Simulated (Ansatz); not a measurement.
A nudged elastic band was laid between two geometries of AlFH4S (7 atoms, charge 0, multiplicity 1).

All numbers below come from RKS PBE/def2-SVP (Ansatz 0.2.0).

```yaml
movable_images: 7
climbing_image: yes
spring: 5.0 eV/Å²
optimiser: quadratic models (default)
start_path: through a guess of the saddle point
force_threshold: 0.05 eV/Å
iteration_limit: 60
end_points: relaxed
```

Image 0:

```xyz
7
Properties=species:S:1:pos:R:3
Al -0.254 -1.061 0.208
S -0.367 1.466 -0.400
H -0.782 -1.627 -1.193
H -1.135 -0.984 1.543
H 0.706 1.425 -1.241
F 1.430 -1.094 0.432
H 0.402 1.874 0.651
```

Image 8:

```xyz
7
Properties=species:S:1:pos:R:3
Al -0.265 -1.055 0.162
S -0.285 1.470 -0.585
H -0.973 -1.709 -1.115
H -0.944 -0.903 1.605
H 1.041 1.306 -0.867
F 1.438 -1.079 0.147
H -0.013 1.970 0.653
```

Question: What changes between the two ends?

Answer: No bond is made or broken.

Question: Give the energies along the band, and the barrier.

Answer: The forces met the threshold. The highest image is number 8 of 0 to 8, 0.5 kJ/mol above the first end and 0.0 kJ/mol above the last; the last end lies 0.5 kJ/mol above the first. The highest image is an end point: on this band no image between the ends rises above it.

```tsv
image	path coordinate (Å)	energy (kJ/mol)
0	0.00	0.0
1	0.11	0.0
2	0.23	0.1
3	0.34	0.2
4	0.46	0.2
5	0.57	0.3
6	0.69	0.4
7	0.80	0.4
8	0.84	0.5
```

The band took 21 iterations and of the order of 3 core-minutes.

Run time: 3.4 min on 1 thread of Arm Neoverse V2, with other jobs on the host, peak memory 0.13 GiB.
